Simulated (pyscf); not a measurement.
Four-centre exchange: H₂Se (SMILES [SeH2]) + Cl–Ge(Cl)(Cl)–Cl (SMILES [Cl][Ge]([Cl])([Cl])[Cl]) → Cl–Ge(Cl)(Cl)–SeH (SMILES [Cl][Ge]([Cl])([Cl])[SeH]) + HCl (SMILES Cl)

Gas phase, singlet surface, charge 0. Bonds broken: Se1–H2, Cl4–Ge5. Bonds formed: Se1–Ge5, H2–Cl4. Optimised with ωB97X-D3(BJ)/def2-SVP in PySCF.

Transition state (Å):

```xyz
8

Se     0.0673     1.6224     0.2611
H     -0.0067     0.9026    -1.1794
H      1.4213     1.1563     0.5853
Cl    -0.6976    -0.5755    -1.7748
Ge    -0.8361    -0.6377     0.7105
Cl     0.5569    -2.2563     0.6676
Cl    -2.9341    -0.9614     0.5299
Cl    -0.7575    -0.2494     2.8654
```

One imaginary mode, 718i cm⁻¹; descent along it reached the two sides named.

```tsv
bond	change	reactant side (Å)	saddle	product side
Se1–H2	breaks	1.465	1.612	2.8
Cl4–Ge5	breaks	2.118	2.490	3.7
Se1–Ge5	forms	3.8	2.475	2.310
H2–Cl4	forms	3.5	1.737	1.285
```

Electronic energies relative to the separated reactants (kJ/mol):

```
level                   barrier  reaction energy  reverse barrier
----------------------  -------  ---------------  ---------------
ωB97X-D3(BJ)/def2-TZVP    118.4             -1.2            119.6
PBE/def2-TZVP             104.1             +5.0             99.1
r²SCAN/def2-TZVP          113.4             +7.7            105.7
B3LYP-D3(BJ)/def2-TZVP    118.6             +4.2            114.4
PBE0-D3(BJ)/def2-TZVP     110.6             +3.2            107.4
M06-2X/def2-TZVP          137.2            +10.9            126.3
ωB97M-D3(BJ)/def2-TZVP    142.4             +9.0            133.3
HF/def2-TZVP              239.8            +18.5            221.2
```

With ωB97M-D3(BJ)/def2-TZVP energies and thermal terms (ideal gas, 1 atm, RRHO with modes under 100 cm⁻¹ raised to 100, one conformer, R ln 2 for chiral ones without a mode under 150 cm⁻¹), in kJ/mol:

```csv
T (K),ΔH‡,ΔG‡,ΔH,ΔG
298,139.4,182.5,+10.7,+6.0
600,141.8,225.4,+12.9,+0.3
900,145.0,266.5,+14.4,-6.4
1200,148.2,306.5,+15.6,-13.5
```

This is the saddle that the search found; another between the same sides may lie lower. Elements up to Kr have no core potential and no relativistic terms here.
